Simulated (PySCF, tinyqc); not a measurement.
G0W0 on RHF in the sto-3g basis, for CH2, spin multiplicity 1, step by step (part 1 of 2). The lowest restricted solution is unstable here: a spin-polarised one lies 0.0437 hartree lower (PySCF). Computed by tinyqc, a small Python program that keeps every step (integrals from PySCF). Settings: charge = 0, multiplicity = 1, basis = sto-3g, method = RHF, energy threshold = 1e-10, iteration cap = 90, orthogonalisation = symmetric, start = atomic densities, DIIS depth = 6. Command: `OMP_NUM_THREADS=1 python tinyqc.py 24437 24438 out.jsonl` (the two numbers bound the seeds that draw the settings). One thread of a shared host (Intel(R) Xeon(R) Processor @ 2.60GHz), about 0.09 s of CPU time with the checks. The early iterations of the SCF are left out here.

## One-electron integrals

Geometry (angstrom):
```
atom       x        y       z
C     0.0000   0.0000  0.0000
H     0.0000   1.1150  0.5070
H     0.0000  -1.1110  0.5050
```

Basis sto-3g: exponents (1/bohr^2) and contraction coefficients of normalised primitives:
```
element  l (shell)  exponent  coefficient
C            s (1)   71.6168       0.1543
C            s (1)   13.0451       0.5353
C            s (1)    3.5305       0.4446
C            s (2)    2.9412      -0.1000
C            s (2)    0.6835       0.3995
C            s (2)    0.2223       0.7001
C            p (3)    2.9412       0.1559
C            p (3)    0.6835       0.6077
C            p (3)    0.2223       0.3920
H            s (1)    3.4253       0.1543
H            s (1)    0.6239       0.5353
H            s (1)    0.1689       0.4446
```

Overlap, kinetic and nuclear-attraction integrals over the contracted functions; the nuclear repulsion is the sum of Za Zb / Rab.

nuclear repulsion = 5.431601 hartree

overlap S:
```
         1C 1s   1C 2s  1C 2px   1C 2py  1C 2pz   2H 1s    3H 1s
1C 1s   1.0000  0.2484  0.0000   0.0000  0.0000  0.0455   0.0460
1C 2s   0.2484  1.0000  0.0000   0.0000  0.0000  0.4161   0.4185
1C 2px  0.0000  0.0000  1.0000   0.0000  0.0000  0.0000   0.0000
1C 2py  0.0000  0.0000  0.0000   1.0000  0.0000  0.3804  -0.3820
1C 2pz  0.0000  0.0000  0.0000   0.0000  1.0000  0.1730   0.1736
2H 1s   0.0455  0.4161  0.0000   0.3804  0.1730  1.0000   0.0813
3H 1s   0.0460  0.4185  0.0000  -0.3820  0.1736  0.0813   1.0000
```

kinetic energy T (hartree):
```
          1C 1s    1C 2s  1C 2px   1C 2py  1C 2pz    2H 1s    3H 1s
1C 1s   15.8911  -0.0859  0.0000   0.0000  0.0000  -0.0122  -0.0122
1C 2s   -0.0859   0.4722  0.0000   0.0000  0.0000   0.0681   0.0692
1C 2px   0.0000   0.0000  1.4777   0.0000  0.0000   0.0000   0.0000
1C 2py   0.0000   0.0000  0.0000   1.4777  0.0000   0.1689  -0.1709
1C 2pz   0.0000   0.0000  0.0000   0.0000  1.4777   0.0768   0.0777
2H 1s   -0.0122   0.0681  0.0000   0.1689  0.0768   0.7600  -0.0115
3H 1s   -0.0122   0.0692  0.0000  -0.1709  0.0777  -0.0115   0.7600
```

nuclear attraction V (hartree):
```
           1C 1s    1C 2s   1C 2px   1C 2py   1C 2pz    2H 1s    3H 1s
1C 1s   -34.5184  -4.4072   0.0000   0.0001  -0.0111  -0.8197  -0.8283
1C 2s    -4.4072  -6.0422   0.0000   0.0008  -0.1201  -2.0635  -2.0783
1C 2px    0.0000   0.0000  -5.9330   0.0000   0.0000   0.0000   0.0000
1C 2py    0.0001   0.0008   0.0000  -6.0999   0.0003  -1.7389   1.7494
1C 2pz   -0.0111  -0.1201   0.0000   0.0003  -5.9675  -0.8125  -0.8171
2H 1s    -0.8197  -2.0635   0.0000  -1.7389  -0.8125  -4.0238  -0.3774
3H 1s    -0.8283  -2.0783   0.0000   1.7494  -0.8171  -0.3774  -4.0326
```

core Hamiltonian H = T + V (hartree):
```
           1C 1s    1C 2s   1C 2px   1C 2py   1C 2pz    2H 1s    3H 1s
1C 1s   -18.6273  -4.4931   0.0000   0.0001  -0.0111  -0.8319  -0.8405
1C 2s    -4.4931  -5.5700   0.0000   0.0008  -0.1201  -1.9954  -2.0091
1C 2px    0.0000   0.0000  -4.4553   0.0000   0.0000   0.0000   0.0000
1C 2py    0.0001   0.0008   0.0000  -4.6222   0.0003  -1.5700   1.5785
1C 2pz   -0.0111  -0.1201   0.0000   0.0003  -4.4898  -0.7357  -0.7394
2H 1s    -0.8319  -1.9954   0.0000  -1.5700  -0.7357  -3.2637  -0.3888
3H 1s    -0.8405  -2.0091   0.0000   1.5785  -0.7394  -0.3888  -3.2725
```

## Two-electron integrals

Functions are numbered as in S; the eight-fold symmetry (ij|kl) = (ji|kl) = (kl|ij) leaves the list below.

Two-electron integrals (ij|kl) in chemists' order, unique and non-zero (hartree):
```
(11|11) 3.5419      (21|11) 0.5769      (21|21) 0.1119      (22|11) 0.8547
(22|21) 0.2053      (22|22) 0.6247      (31|31) 0.0203      (32|31) 0.0309
(32|32) 0.1380      (33|11) 0.8524      (33|21) 0.2053      (33|22) 0.6246
(33|33) 0.6728      (41|41) 0.0203      (42|41) 0.0309      (42|42) 0.1380
(43|43) 0.0363      (44|11) 0.8524      (44|21) 0.2053      (44|22) 0.6246
(44|33) 0.6003      (44|44) 0.6728      (51|51) 0.0203      (52|51) 0.0309
(52|52) 0.1380      (53|53) 0.0363      (54|54) 0.0363      (55|11) 0.8524
(55|21) 0.2053      (55|22) 0.6246      (55|33) 0.6003      (55|44) 0.6003
(55|55) 0.6728      (61|11) 0.1062      (61|21) 0.0205      (61|22) 0.0376
(61|33) 0.0374      (61|41) 0.0011      (61|42) 0.0021      (61|44) 0.0378
(61|51) 0.0005      (61|52) 0.0010      (61|54) 1.49e-04    (61|55) 0.0375
(61|61) 0.0038      (62|11) 0.2683      (62|21) 0.0654      (62|22) 0.2206
(62|33) 0.2152      (62|41) 0.0057      (62|42) 0.0399      (62|44) 0.2284
(62|51) 0.0026      (62|52) 0.0181      (62|54) 0.0060      (62|55) 0.2179
(62|61) 0.0125      (62|62) 0.1043      (63|31) 0.0065      (63|32) 0.0347
(63|43) 0.0077      (63|53) 0.0035      (63|63) 0.0124      (64|11) 0.2129
(64|21) 0.0525      (64|22) 0.1879      (64|33) 0.1785      (64|41) 0.0104
(64|42) 0.0660      (64|44) 0.2044      (64|51) 0.0018      (64|52) 0.0143
(64|54) 0.0083      (64|55) 0.1807      (64|61) 0.0105      (64|62) 0.1055
(64|64) 0.1172      (65|11) 0.0968      (65|21) 0.0239      (65|22) 0.0855
(65|33) 0.0812      (65|41) 0.0018      (65|42) 0.0143      (65|44) 0.0860
(65|51) 0.0073      (65|52) 0.0412      (65|54) 0.0099      (65|55) 0.0892
(65|61) 0.0048      (65|62) 0.0480      (65|64) 0.0476      (65|65) 0.0341
(66|11) 0.4262      (66|21) 0.1056      (66|22) 0.4061      (66|33) 0.3849
(66|41) 0.0111      (66|42) 0.1064      (66|44) 0.4373      (66|51) 0.0050
(66|52) 0.0484      (66|54) 0.0238      (66|55) 0.3957      (66|61) 0.0204
(66|62) 0.2472      (66|64) 0.2756      (66|65) 0.1253      (66|66) 0.7746
(71|11) 0.1073      (71|21) 0.0207      (71|22) 0.0379      (71|33) 0.0378
(71|41) -0.0011     (71|42) -0.0021     (71|44) 0.0381      (71|51) 0.0005
(71|52) 0.0010      (71|54) -1.51e-04   (71|55) 0.0379      (71|61) 0.0037
(71|62) 0.0118      (71|64) 0.0091      (71|65) 0.0045      (71|66) 0.0189
(71|71) 0.0039      (72|11) 0.2703      (72|21) 0.0658      (72|22) 0.2221
(72|33) 0.2166      (72|41) -0.0057     (72|42) -0.0401     (72|44) 0.2300
(72|51) 0.0026      (72|52) 0.0182      (72|54) -0.0061     (72|55) 0.2194
(72|61) 0.0117      (72|62) 0.0712      (72|64) 0.0527      (72|65) 0.0318
(72|66) 0.1285      (72|71) 0.0127      (72|72) 0.1056      (73|31) 0.0065
(73|32) 0.0349      (73|43) -0.0077     (73|53) 0.0035      (73|63) 0.0078
(73|73) 0.0126      (74|11) -0.2142     (74|21) -0.0528     (74|22) -0.1890
(74|33) -0.1795     (74|41) 0.0105      (74|42) 0.0665      (74|44) -0.2055
(74|51) -0.0018     (74|52) -0.0143     (74|54) 0.0083      (74|55) -0.1817
(74|61) -0.0090     (74|62) -0.0526     (74|64) -0.0323     (74|65) -0.0231
(74|66) -0.0900     (74|71) -0.0107     (74|72) -0.1067     (74|74) 0.1184
(75|11) 0.0974      (75|21) 0.0240      (75|22) 0.0859      (75|33) 0.0816
(75|41) -0.0018     (75|42) -0.0143     (75|44) 0.0864      (75|51) 0.0073
(75|52) 0.0415      (75|54) -0.0099     (75|55) 0.0896      (75|61) 0.0045
(75|62) 0.0318      (75|64) 0.0231      (75|65) 0.0217      (75|66) 0.0605
(75|71) 0.0048      (75|72) 0.0485      (75|74) -0.0481     (75|75) 0.0344
(76|11) 0.0487      (76|21) 0.0119      (76|22) 0.0410      (76|33) 0.0401
(76|41) 1.07e-06    (76|42) 1.30e-05    (76|44) 0.0415      (76|51) 0.0008
(76|52) 0.0059      (76|54) 2.69e-06    (76|55) 0.0414      (76|61) 0.0022
(76|62) 0.0167      (76|64) 0.0148      (76|65) 0.0085      (76|66) 0.0359
(76|71) 0.0022      (76|72) 0.0168      (76|74) -0.0148     (76|75) 0.0085
(76|76) 0.0033      (77|11) 0.4276      (77|21) 0.1059      (77|22) 0.4072
(77|33) 0.3859      (77|41) -0.0112     (77|42) -0.1068     (77|44) 0.4385
(77|51) 0.0051      (77|52) 0.0485      (77|54) -0.0239     (77|55) 0.3968
(77|61) 0.0188      (77|62) 0.1280      (77|64) 0.0898      (77|65) 0.0603
(77|66) 0.2374      (77|71) 0.0207      (77|72) 0.2489      (77|74) -0.2772
(77|75) 0.1260      (77|76) 0.0359      (77|77) 0.7746
```

## Orthogonalisation

S = U s U^T; symmetric (Loewdin) form X = U s^(-1/2) U^T, so that X^T S X = 1.

eigenvalues of S: 0.3742  0.4187  0.8930  1.0000  1.0749  1.5000  1.7392

X:
```
          1C 1s    1C 2s  1C 2px   1C 2py   1C 2pz    2H 1s    3H 1s
1C 1s    1.0266  -0.1485  0.0000   0.0001  -0.0078   0.0236   0.0237
1C 2s   -0.1485   1.2059  0.0000  -0.0011   0.0736  -0.2692  -0.2717
1C 2px   0.0000   0.0000  1.0000   0.0000   0.0000   0.0000   0.0000
1C 2py   0.0001  -0.0011  0.0000   1.1536  -0.0004  -0.2561   0.2579
1C 2pz  -0.0078   0.0736  0.0000  -0.0004   1.0298  -0.1096  -0.1104
2H 1s    0.0236  -0.2692  0.0000  -0.2561  -0.1096   1.1797  -0.0275
3H 1s    0.0237  -0.2717  0.0000   0.2579  -0.1104  -0.0275   1.1821
```

## Iteration 8 (converged): orbitals

converged F (hartree):
```
           1C 1s    1C 2s  1C 2px   1C 2py   1C 2pz    2H 1s    3H 1s
1C 1s   -10.9719  -2.9498  0.0000   0.0001  -0.0243  -0.5527  -0.5584
1C 2s    -2.9498  -1.4094  0.0000   0.0009  -0.0493  -0.5896  -0.5934
1C 2px    0.0000   0.0000  0.2485   0.0000   0.0000   0.0000   0.0000
1C 2py    0.0001   0.0009  0.0000  -0.1865   0.0007  -0.3630   0.3643
1C 2pz   -0.0243  -0.0493  0.0000   0.0007  -0.1962  -0.2041  -0.2047
2H 1s    -0.5527  -0.5896  0.0000  -0.3630  -0.2041  -0.3813  -0.1211
3H 1s    -0.5584  -0.5934  0.0000   0.3643  -0.2047  -0.1211  -0.3846
```

Diagonalise F' = X^T F X, C = X C', fill 4 alpha and 4 beta electrons from the bottom; D = 2 C_occ C_occ^T. Each column has its largest component positive (the first on a tie).

F' = X^T F X (hartree):
```
          1        2       3        4        5        6        7
1  -10.7415  -1.5568  0.0000   0.0001  -0.0433  -0.0519  -0.0535
2   -1.5568  -0.6194  0.0000  -0.0007   0.0967  -0.3736  -0.3763
3    0.0000   0.0000  0.2485   0.0000   0.0000   0.0000   0.0000
4    0.0001  -0.0007  0.0000   0.1485   0.0001  -0.4175   0.4193
5   -0.0433   0.0967  0.0000   0.0001  -0.1224  -0.2064  -0.2072
6   -0.0519  -0.3736  0.0000  -0.4175  -0.2064   0.0006  -0.0437
7   -0.0535  -0.3763  0.0000   0.4193  -0.2072  -0.0437   0.0015
```

orbital energies (hartree): MO1 -10.9777, MO2 -0.7680, MO3 -0.4973, MO4 -0.2572, MO5 0.2485, MO6 0.4769, MO7 0.6906

coefficients C:
```
            MO1      MO2      MO3      MO4     MO5      MO6      MO7
1C 1s    0.9933  -0.2230  -0.0008   0.1119  0.0000  -0.1682   0.0017
1C 2s    0.0281   0.7219   0.0035  -0.5090  0.0000   0.9202  -0.0110
1C 2px   0.0000   0.0000   0.0000   0.0000  1.0000   0.0000   0.0000
1C 2py   0.0000  -0.0016   0.5113   0.0001  0.0000   0.0083   1.0960
1C 2pz   0.0042   0.1201  -0.0003   0.8366  0.0000   0.6130  -0.0056
2H 1s   -0.0058   0.2686   0.4573   0.2302  0.0000  -0.7961  -0.7582
3H 1s   -0.0058   0.2715  -0.4555   0.2289  0.0000  -0.7853   0.7751
```

D after iteration 8:
```
          1C 1s    1C 2s  1C 2px   1C 2py   1C 2pz    2H 1s    3H 1s
1C 1s    2.0978  -0.3802  0.0000  -0.0002   0.1420  -0.0805  -0.0808
1C 2s   -0.3802   1.5621  0.0000   0.0012  -0.6780   0.1563   0.1555
1C 2px   0.0000   0.0000  0.0000   0.0000   0.0000   0.0000   0.0000
1C 2py  -0.0002   0.0012  0.0000   0.5228  -0.0006   0.4668  -0.4666
1C 2pz   0.1420  -0.6780  0.0000  -0.0006   1.4287   0.4495   0.4485
2H 1s   -0.0805   0.1563  0.0000   0.4668   0.4495   0.6686  -0.1653
3H 1s   -0.0808   0.1555  0.0000  -0.4666   0.4485  -0.1653   0.6674
```

## Convergence

Stop when the energy changes by less than 1e-10 hartree and every element of the error matrix X^T (F D S - S D F) X is below 3e-06.

Course of the cycle:
```
iteration  E (hartree)     change  largest element of the error matrix
1           -38.106046          -                             6.54e-01
2           -38.316495  -2.10e-01                             4.53e-02
3           -38.322872  -6.38e-03                             2.30e-02
4           -38.324149  -1.28e-03                             8.99e-03
5           -38.324391  -2.42e-04                             5.23e-04
6           -38.324392  -8.37e-07                             6.81e-05
7           -38.324392  -5.20e-09                             6.70e-06
8           -38.324392  -5.41e-11                             4.01e-07
```

PySCF RHF in the same basis = -38.324392 hartree

Converged in 8 iterations.

## Integrals over molecular orbitals

(pq|rs) = sum C_ip C_jq C_kr C_ls (ij|kl), one index at a time.

one-electron integrals over orbitals h = C^T H C (hartree):
```
          1        2        3        4        5        6        7
1  -18.6127   0.3622   0.0013  -0.1632   0.0000   0.2596  -0.0026
2    0.3622  -4.4568   0.0000   0.2184   0.0000  -0.7972   0.0101
3    0.0013   0.0000  -3.8774   0.0024   0.0000  -0.0115  -0.9160
4   -0.1632   0.2184   0.0024  -4.3088   0.0000  -0.3940   0.0020
5    0.0000   0.0000   0.0000   0.0000  -4.4553   0.0000   0.0000
6    0.2596  -0.7972  -0.0115  -0.3940   0.0000  -3.4337  -0.0018
7   -0.0026   0.0101  -0.9160   0.0020   0.0000  -0.0018  -3.6462
```

Two-electron integrals over orbitals (pq|rs), unique and non-zero (hartree):
```
(11|11) 3.5078      (21|11) -0.2966     (21|21) 0.0398      (22|11) 0.7140
(22|21) -0.0084     (22|22) 0.5279      (31|11) -0.0011     (31|21) 1.16e-04
(31|22) -1.28e-04   (31|31) 0.0069      (32|11) 2.35e-04    (32|21) -6.72e-05
(32|22) -0.0011     (32|31) 0.0123      (32|32) 0.1416      (33|11) 0.5796
(33|21) -0.0027     (33|22) 0.4928      (33|31) 6.08e-05    (33|32) 0.0007
(33|33) 0.5046      (41|11) 0.1452      (41|21) -0.0169     (41|22) 0.0124
(41|31) -7.58e-05   (41|32) 3.36e-06    (41|33) 0.0050      (41|41) 0.0252
(42|11) -0.0854     (42|21) 0.0067      (42|22) 0.0143      (42|31) 1.40e-05
(42|32) -8.30e-05   (42|33) 0.0174      (42|41) 0.0153      (42|42) 0.0818
(43|11) -0.0008     (43|21) 3.93e-05    (43|22) -2.91e-04   (43|31) -0.0019
(43|32) 0.0266      (43|33) 1.62e-04    (43|41) 6.12e-05    (43|42) 3.12e-04
(43|43) 0.0320      (44|11) 0.8059      (44|21) -0.0122     (44|22) 0.5053
(44|31) -2.26e-05   (44|32) 1.83e-04    (44|33) 0.4556      (44|41) -0.0121
(44|42) -0.0871     (44|43) -0.0006     (44|44) 0.6570      (51|51) 0.0217
(52|51) 0.0239      (52|52) 0.0925      (53|51) 8.64e-05    (53|52) 2.51e-04
(53|53) 0.0186      (54|51) -0.0116     (54|52) -0.0356     (54|53) -1.59e-04
(54|54) 0.0471      (55|11) 0.8520      (55|21) -0.0095     (55|22) 0.5424
(55|31) -3.15e-05   (55|32) 9.24e-05    (55|33) 0.4679      (55|41) 0.0042
(55|42) -0.0459     (55|43) -4.42e-04   (55|44) 0.5796      (55|55) 0.6728
(61|11) -0.2202     (61|21) 0.0313      (61|22) -0.0020     (61|31) 2.01e-04
(61|32) 1.47e-04    (61|33) -2.16e-04   (61|41) -0.0041     (61|42) 0.0139
(61|43) 3.44e-05    (61|44) -0.0170     (61|55) -0.0061     (61|61) 0.0294
(62|11) 0.2396      (62|21) -0.0060     (62|22) 0.0799      (62|31) 5.77e-05
(62|32) 0.0006      (62|33) 0.0189      (62|41) 0.0139      (62|42) 0.0030
(62|43) -2.54e-04   (62|44) 0.0788      (62|55) 0.1245      (62|61) 0.0011
(62|62) 0.0962      (63|11) 0.0032      (63|21) -6.77e-05   (63|22) 0.0016
(63|31) 0.0010      (63|32) -0.0753     (63|33) -3.03e-05   (63|41) 4.45e-05
(63|42) -4.18e-04   (63|43) -0.0315     (63|44) 0.0014      (63|55) 0.0017
(63|61) -3.05e-05   (63|62) 0.0011      (63|63) 0.0933      (64|11) 0.1086
(64|21) 1.69e-04    (64|22) 0.0400      (64|31) -6.50e-05   (64|32) -0.0006
(64|33) 0.0048      (64|41) 0.0058      (64|42) 0.0012      (64|43) -8.81e-05
(64|44) 0.0545      (64|55) 0.0542      (64|61) 0.0033      (64|62) 0.0539
(64|63) 0.0011      (64|64) 0.0377      (65|51) 0.0163      (65|52) 0.0561
(65|53) 3.62e-04    (65|54) -0.0105     (65|65) 0.0423      (66|11) 0.6451
(66|21) -0.0059     (66|22) 0.5050      (66|31) 1.11e-04    (66|32) 0.0018
(66|33) 0.4908      (66|41) 0.0196      (66|42) 0.0546      (66|43) 0.0008
(66|44) 0.4427      (66|55) 0.4810      (66|61) 0.0046      (66|62) 0.0486
(66|63) -0.0011     (66|64) 0.0238      (66|66) 0.5401      (71|11) 0.0022
(71|21) -3.60e-04   (71|22) -1.19e-04   (71|31) 0.0122      (71|32) 0.0200
(71|33) 1.29e-04    (71|41) 5.97e-05    (71|42) -1.07e-04   (71|43) -0.0035
(71|44) 1.56e-04    (71|55) 5.74e-05    (71|61) -1.13e-04   (71|62) 1.44e-04
(71|63) 0.0014      (71|64) -1.34e-04   (71|66) 2.15e-04    (71|71) 0.0218
(72|11) -0.0031     (72|21) 5.07e-05    (72|22) -0.0009     (72|31) 0.0094
(72|32) 0.0081      (72|33) -1.50e-04   (72|41) -1.15e-04   (72|42) 2.67e-04
(72|43) -0.0277     (72|44) -0.0012     (72|55) -0.0015     (72|61) 1.50e-04
(72|62) -0.0007     (72|63) 0.0454      (72|64) -0.0006     (72|66) -0.0007
(72|71) 0.0155      (72|72) 0.0556      (73|11) 0.2590      (73|21) -0.0056
(73|22) 0.0720      (73|31) 1.64e-05    (73|32) 0.0009      (73|33) 0.0302
(73|41) -2.33e-04   (73|42) -0.0511     (73|43) -1.84e-04   (73|44) 0.1250
(73|55) 0.1335      (73|61) -0.0056     (73|62) 0.0777      (73|63) 0.0007
(73|64) 0.0433      (73|66) 0.0082      (73|71) 1.08e-04    (73|72) -0.0013
(73|73) 0.1168      (74|11) -0.0006     (74|21) 1.43e-05    (74|22) 2.27e-04
(74|31) -0.0073     (74|32) -0.0648     (74|33) -4.51e-04   (74|41) -6.79e-05
(74|42) -1.82e-04   (74|43) 0.0060      (74|44) -2.44e-04   (74|55) -2.41e-04
(74|61) -1.49e-04   (74|62) -0.0006     (74|63) 0.0413      (74|64) 2.65e-04
(74|66) -0.0011     (74|71) -0.0126     (74|72) -0.0092     (74|73) -0.0007
(74|74) 0.0553      (75|51) -1.68e-04   (75|52) -0.0006     (75|53) 0.0187
(75|54) 1.42e-04    (75|65) -2.00e-04   (75|75) 0.0232      (76|11) 0.0005
(76|21) -4.88e-05   (76|22) -0.0009     (76|31) 0.0087      (76|32) 0.1148
(76|33) 0.0008      (76|41) -1.52e-04   (76|42) -0.0006     (76|43) 0.0379
(76|44) 0.0006      (76|55) 1.60e-04    (76|61) 2.69e-05    (76|62) 7.91e-05
(76|63) -0.0855     (76|64) -0.0007     (76|66) 0.0016      (76|71) 0.0145
(76|72) -0.0193     (76|73) 0.0012      (76|74) -0.0501     (76|76) 0.1193
(77|11) 0.7503      (77|21) -0.0094     (77|22) 0.5123      (77|31) -1.96e-04
(77|32) -0.0022     (77|33) 0.5091      (77|41) 0.0033      (77|42) -0.0151
(77|43) -0.0008     (77|44) 0.5215      (77|55) 0.5254      (77|61) -0.0071
(77|62) 0.0436      (77|63) 0.0024      (77|64) 0.0163      (77|66) 0.5008
(77|71) -2.03e-04   (77|72) -2.70e-04   (77|73) 0.0724      (77|74) 0.0009
(77|76) -0.0018     (77|77) 0.5573
```
